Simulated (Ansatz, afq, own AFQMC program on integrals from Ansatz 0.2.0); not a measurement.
Atomization energy of CH₆Si, singlet, worked out

| atom | x (Å) | y (Å) | z (Å) |
| --- | --- | --- | --- |
| Si | -0.6006 | -0.0028 | 0.0004 |
| C | 1.2706 | 0.0059 | -0.0008 |
| H | -1.1337 | 1.3866 | 0.0060 |
| H | -1.1233 | -0.7057 | 1.2034 |
| H | -1.1248 | -0.6965 | -1.2073 |
| H | 1.6632 | -1.0133 | -0.0050 |
| H | 1.6568 | 0.5148 | 0.8851 |
| H | 1.6556 | 0.5215 | -0.8833 |

Basis cc-pVDZ. Noble-gas cores (and the filled d shells of Ga–Kr and In–Xe) are frozen. Ansatz 0.2.0 and our own AFQMC program on the same integrals; the CISD trial comes from CCSD amplitudes, and released means the phaseless constraint is let go. Uncertainties: one standard error, sampling alone.

Total energies in eV. CBS is CCSD(T) at the limit of def2-TZVPP/QZVPP (extrapolated itself); the highest rung of each member is named.

```json
{"member": "Si (triplet)", "count": "+1", "CCSD(T)/cc-pVDZ": "-7861.7800", "highest rung in cc-pVDZ": "-7861.7922", "which": "FCI", "CCSD(T)/CBS": "-7862.5000"}
{"member": "C (triplet)", "count": "+1", "CCSD(T)/cc-pVDZ": "-1027.5122", "highest rung in cc-pVDZ": "-1027.5214", "which": "FCI", "CCSD(T)/CBS": "-1028.3149"}
{"member": "H (doublet)", "count": "+6", "CCSD(T)/cc-pVDZ": "-13.5861", "highest rung in cc-pVDZ": "-13.5861", "which": "FCI", "CCSD(T)/CBS": "-13.6059"}
{"member": "CH₆Si, singlet", "count": "-1", "CCSD(T)/cc-pVDZ": "-8996.0869", "highest rung in cc-pVDZ": "-8996.1188", "which": "CCSDT(Q)", "CCSD(T)/CBS": "-8999.7240"}
```

Work out the best estimate of the atomization energy: the CCSD(T)/CBS difference plus the step from CCSD(T) to the highest rung.

Sums with the counts: CCSD(T)/CBS 27.2737 eV, highest rung 25.2886 eV, CCSD(T)/cc-pVDZ 25.2781 eV. The step is 25.2886 − 25.2781 = 0.0105 eV, so the best estimate is 27.2737 + (0.0105) = 27.2842 eV = 629.2 kcal/mol. The basis set is worth 1.996 eV of it. Zero-point, core-correlation and spin–orbit terms aren't in it. Past Ne the Hartree–Fock part of each CBS total tends to overshoot, since the cores don't follow the formula; that largely cancels in the difference.

Best estimates are given only where the step beyond CCSD(T) is under 0.3 eV and no member's determinant is very poor (T1 over 0.05, or 0.07 for open shells, ⟨S²⟩ too high by 0.3, two states mixed), so the hardest cases are missing from such tables.

CCSDT and higher add their correlation energy to the determinant of the CCSD(T) run, since their own runs factorise the integrals more tightly (a shift of under 2 meV). Each member of a difference takes its own highest rung, so a best estimate needn't equal the limit plus the step of one row.
